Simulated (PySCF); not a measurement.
Compound: C₂H₂FS (charge -1).
Z-matrix (Å and degrees, PBE0-D3(BJ)/def2-SVP geometry), rows numbered from 1:
```
F 
C   1  1.3769
C   2  1.3483  1  121.91
S   3  1.7244  2  128.30  1  -179.99
H   2  1.0939  1  112.46  3  -180.00
H   3  1.1080  2  112.64  1     0.00
```

The closed-shell ground state was solved at several levels (PySCF, density fitting, gas phase, non-relativistic). Where the HOMO energy is positive, the finite basis confines the outermost electrons. No diffuse functions stand in pcSseg-1 and pcSseg-2, which bears on an anion's orbital energies.

```json
{"level": "CAM-B3LYP/def2-SVPD", "basis functions": "106", "total energy (Eh)": "-575.1675", "HOMO (eV)": "-1.43", "LUMO (eV)": "5.45", "gap (eV)": "6.88"}
{"level": "wB97X-D/pcSseg-2", "basis functions": "179", "total energy (Eh)": "-575.4960", "HOMO (eV)": "-1.83", "LUMO (eV)": "7.02", "gap (eV)": "8.85"}
```

Task: What might PBE0/pcSseg-1 (85 basis functions) give for the same quantities?

Result: Total energy -575.0962 Eh, HOMO 0.23 eV, LUMO 5.91 eV, gap 5.68 eV.

Task: Over all these levels, which gives the widest orbital gap and which the narrowest?

Result: wB97X-D/pcSseg-2 (range-separated hybrid) has the widest, 8.85 eV, and PBE0/pcSseg-1 (global hybrid, 25 % exact exchange) the narrowest, 5.68 eV. Functional and basis both differ between the two, so the spread mixes both effects.

wB97X-D is run here without its empirical dispersion term; that term would change no orbital, density or response property at a fixed geometry.
